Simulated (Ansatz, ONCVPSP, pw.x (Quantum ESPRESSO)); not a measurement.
**Which P potential is closest to all-electron in the bcc crystal?**

All use PBEsol, scalar-relativistic, no spin, cutoffs from each file’s atomic test, pw.x 7.5; 15³ k-points, Fermi–Dirac smearing 0.01 Ry. Δ is the rms difference from all-electron LAPW of the E(V) curves that follow from fits to the pressures, over ±6 % in volume. Mesh and smearing are coarse and serve the comparison alone. The files are a selection: those with a ghost or negative overlap were mostly not run, and those with noisy or unconverged pressures or nearly equal Δ are left out.

All-electron: a0 = 3.012 Å (V0 = 13.66 Å³/atom), B0 = 108.0 GPa.

(1) Rank them by Δ, smallest first.
A. optimised norm-conserving Vanderbilt (ONCV), ONCVPSP 4.0.1.1 (patched build), PBEsol; core [Ne], reference 3s2 3p3; waves: 3s: rc 1.30 bohr, ncon 4, nbas 7, qcut 4.3 1/bohr, local; 3p: rc 1.40 bohr, ncon 4, nbas 8, qcut 6.6 1/bohr, 1 projector; d scattering state at 0.29 Ha: rc 1.30 bohr, ncon 4, nbas 7, qcut 8.7 1/bohr, 1 projector; local part: the s channel; core correction: Teter function, fcfact 5.75, rcfact 1.8.
B. optimised norm-conserving Vanderbilt (ONCV), ONCVPSP 4.0.1.1 (patched build), PBEsol; core [Ne], reference 3s2 3p3; waves: 3s: rc 1.70 bohr, ncon 4, nbas 7, qcut 3 1/bohr, 2 projectors, debl 1.3 Ha; 3p: rc 1.70 bohr, ncon 3, nbas 8, qcut 4.1 1/bohr, 2 projectors, debl 2.1 Ha; local part: polynomial inside 1.40 bohr (lpopt 5, dvloc0 0 Ha); core correction: polynomial model core, fcfact 0.55.
C. optimised norm-conserving Vanderbilt (ONCV), ONCVPSP 4.0.1.1 (patched build), PBEsol; core [Ne], reference 3s2 3p3; waves: 3s: rc 1.35 bohr, ncon 3, nbas 7, qcut 6.1 1/bohr, 1 projector; 3p: rc 2.00 bohr, ncon 4, nbas 7, qcut 4.6 1/bohr, 2 projectors, debl 1.2 Ha; d scattering state at 0.31 Ha: rc 2.00 bohr, ncon 3, nbas 8, qcut 5.1 1/bohr, 2 projectors, debl 3.2 Ha; local part: polynomial inside 0.90 bohr (lpopt 4, dvloc0 4 Ha); core correction: Teter function, fcfact 3, rcfact 1.55.

Answers

(1) C (1.9 meV/atom), A (7.1 meV/atom), B (16.0 meV/atom).
